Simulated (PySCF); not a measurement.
# Continuum solvent and chemical shifts

Atom-mapped SMILES (the numbers label the heavy atoms): `[CH3:1][N:2]([CH3:3])[c:4]1[cH:5][cH:6][c:7]([C:8]#[N:9])[cH:10][cH:11]1`. Hydrogens are named by the atom that carries them.

GIAO PBE0/pcSseg-1 in PySCF 2.14 on one PBE0-D3(BJ)/def2-SVP conformer, non-relativistic, equivalent nuclei averaged. Solvents enter as an IEF-PCM continuum (cyclohexane with ε = 2.0, chloroform with ε = 4.7) around the gas-phase geometry. Shifts are referred to TMS computed in the same medium.

Gas phase, δ in ppm: C4 152.6, C6/C10 140.5, C8 125.1, C5/C11 113.8, C7 103.7, C1/C3 41.3, H(C6)/H(C10) 7.58, H(C5)/H(C11) 6.43, H(C1)/H(C3) 2.97. Dipole moment 7.92 D.

Q: How does each δ change in the continuum?

A: 
| atoms | environment | Δδ, cyclohexane | Δδ, chloroform |
| --- | --- | --- | --- |
| C4 | aromatic carbon bearing nitrogen | +1.5 | +2.7 |
| C6/C10 | aromatic CH | +0.6 | +1.0 |
| C8 | nitrile carbon | +2.6 | +4.6 |
| C5/C11 | aromatic CH | +0.8 | +1.6 |
| C7 | substituted aromatic carbon | -2.3 | -4.1 |
| C1/C3 | methyl carbon bonded to N | +0.2 | +0.4 |
| H(C6)/H(C10) | hydrogen on an aromatic CH | +0.07 | +0.13 |
| H(C5)/H(C11) | hydrogen on an aromatic CH | +0.12 | +0.24 |
| H(C1)/H(C3) | hydrogen on a methyl carbon bonded to N | +0.06 | +0.10 |

Changes are relative to the gas phase. The dipole moment becomes 9.01 D in cyclohexane, 9.86 D in chloroform.

Q: Which of the listed nuclei move most (in ppm), and what does the model miss? (N and O are left out, as their reference compounds move with the solvent too.)

A: C8 (nitrile carbon, +4.6 ppm) in chloroform. A continuum only polarises the solute; specific hydrogen bonds, the anisotropy of aromatic solvents and changes of geometry or conformer are outside it.
